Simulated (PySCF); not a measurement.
Simulated outer-valence photoelectron spectrum of fluorocyanoacetylene (`N#CC#CF`). Level of theory: EOM-IP-CCSD/aug-cc-pVDZ in PySCF, restricted Hartree–Fock reference, frozen core, non-relativistic, gas phase, PBE0-D3(BJ)/def2-SVP geometry.

Each root has a Gaussian of 0.8 eV full width with its one-hole share as area; cross sections and vibrations are left out, and the highest printed point is 100.

ionisation energy (eV), intensity and a bar:
```
     10.5          0 
     10.6          1 
     10.7          2 #
     10.8          5 #
     10.9         10 ###
     11.0         18 #####
     11.1         30 #########
     11.2         46 ##############
     11.3         63 ###################
     11.4         80 ########################
     11.5         94 ############################
     11.6        100 ##############################
     11.7         98 #############################
     11.8         88 ##########################
     11.9         73 ######################
     12.0         55 ################
     12.1         38 ###########
     12.2         24 #######
     12.3         14 ####
     12.4          8 ##
     12.5          4 #
     12.6          3 #
     12.7          3 #
     12.8          6 ##
     12.9          9 ###
     13.0         15 #####
     13.1         23 #######
     13.2         31 #########
     13.3         40 ############
     13.4         47 ##############
     13.5         52 ################
     13.6         55 ################
     13.7         57 #################
     13.8         60 ##################
     13.9         66 ####################
     14.0         75 ######################
     14.1         85 ##########################
     14.2         95 ############################
     14.3        100 ##############################
     14.4         98 #############################
     14.5         89 ###########################
     14.6         74 ######################
     14.7         57 #################
     14.8         40 ############
     14.9         26 ########
     15.0         15 #####
     15.1          8 ##
     15.2          4 #
     15.3          2 
     15.4          1 
     15.5          0
```

Problem. Where are the maxima, and how many lines lie under the curve?

Solution. 2 maxima, at 11.6 and 14.3 eV, from 3 lines (5 roots with degenerate partners counted). At this width some lines have no maximum of their own.

Problem. List the lines with their holes.

Solution. 
```json
{"E (eV)": "11.63", "leading hole (HF orbital)": "HOMO/HOMO-1", "area": "1.93", "Koopmans (eV)": "11.72"}
{"E (eV)": "13.51", "leading hole (HF orbital)": "HOMO-4", "area": "0.91", "Koopmans (eV)": "16.08"}
{"E (eV)": "14.35", "leading hole (HF orbital)": "HOMO-2/HOMO-3", "area": "1.87", "Koopmans (eV)": "14.97"}
```

The widest gap, 1.88 eV, lies between 11.63 and 13.51 eV. Only orbitals with −ε under 21 eV, eight at most, were ionised, so the high end of the curve may lack lines.

Hardware: an Arm Neoverse V1 with one thread, no GPU, shared host. Cost: 9.3 min wall, 1.6 GiB resident at most.
